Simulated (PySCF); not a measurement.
An unknown is described by computed data only.

Formula: C5H8O.

- Triplet: lowest triplet excitation (Tamm–Dancoff): 3.39 eV [TDA wB97X-D/def2-SVPD]
- 13C NMR: chemical shifts (computed TMS as zero) by class: 206.0 (1 C), 147.8 (1 C), 134.9 (1 C), 33.1 (1 C), 9.3 (1 C) ppm [GIAO B97-2/pcSseg-2]
- Valence photoelectron: vertical ionisation energy: 9.54 eV [ΔSCF wB97X-D/def2-SVPD]
- 1H NMR: chemical shifts (computed TMS as zero) by class: 6.43 (1 H), 6.31 (1 H), 6.14 (1 H), 2.68 (2 H), 1.04 (3 H) ppm [GIAO B97-2/pcSseg-2]
- NMR, other nuclei: isotropic shieldings of nuclei other than C and H, by class: -329 (1 O) ppm [GIAO B97-2/pcSseg-2]
- UV, strongest line: among the 10 lowest singlet transitions: S2 at 6.33 eV (196 nm, f = 0.341) [TDDFT wB97X-D/def2-SVPD]
- Rotational structure: rotational constants A, B, C: 6.640, 2.474, 1.844 GHz [PBE0-D3(BJ)/def2-SVP]
- Dipole: 3.28 D [wB97X-D/def2-SVPD]

Gas-phase values; electronic properties from PySCF, density fitting. Levels stand in brackets. The structure is a single PBE0-D3(BJ)/def2-SVP conformer in the gas phase; no vibrational or solvent corrections. Each NMR value is the plain mean over a class of atoms that symmetry, rotation or inversion makes alike.

Problem. Give a SMILES that accounts for the data.

Solution. Numbering: `[CH2:1]=[CH:2][C:3](=[O:4])[CH2:5][CH3:6]`. Its formula, C5H8O, gives 2 degrees of unsaturation: 0 rings and 2 π bonds in the structure found. 5 carbons fall into 5 classes; from least to most shielded: ketone carbonyl carbon [C3] (206.0 ppm), alkene CH carbon [C2] (147.8 ppm), terminal =CH2 carbon [C1] (134.9 ppm), sp3 carbon next to a carbonyl [C5] (33.1 ppm), methyl carbon [C6] (9.3 ppm). Hydrogen classes from least to most shielded: 1 H on an alkene CH carbon, C2 (6.43 ppm), 1 H on a terminal =CH2 carbon, C1 (6.31 ppm), 1 H on a terminal =CH2 carbon, C1 (6.14 ppm), 2 H on an sp3 carbon next to a carbonyl, C5 (2.68 ppm), 3 H on a methyl carbon, C6 (1.04 ppm). The other shieldings belong to: -329 ppm, ketone oxygen [O4]. The first electron is taken from the HOMO, whose largest Löwdin shares are 0.61 on the ketone oxygen, 0.12 on the ketone carbonyl carbon, 0.11 on the sp3 carbon next to a carbonyl and 0.09 on the alkene CH carbon. By its constants the optimised geometry is an asymmetric top. Structure: `C=CC(=O)CC`. Computed isomers that give other values at the same levels: `C=C1CC[C@@H]1O` (rotational constant A: 4.778 GHz; this holds for the one conformer computed); `CO[C@]12C[C@H]1C2` (rotational constant A: 7.696 GHz; this holds for the one conformer computed); `C/C=C1\C[C@H]1O` (rotational constant A: 8.650 GHz; this holds for the one conformer computed). The assignments are read from this structure; whether some other isomer fits the data as well wasn't checked.

Conformer computed: `[CH2:1]=[CH:2][C:3](=[O:4])[CH2:5][CH3:6]`: C1–C2–C3–O4 178°, C2–C3–C5–C6 179°.
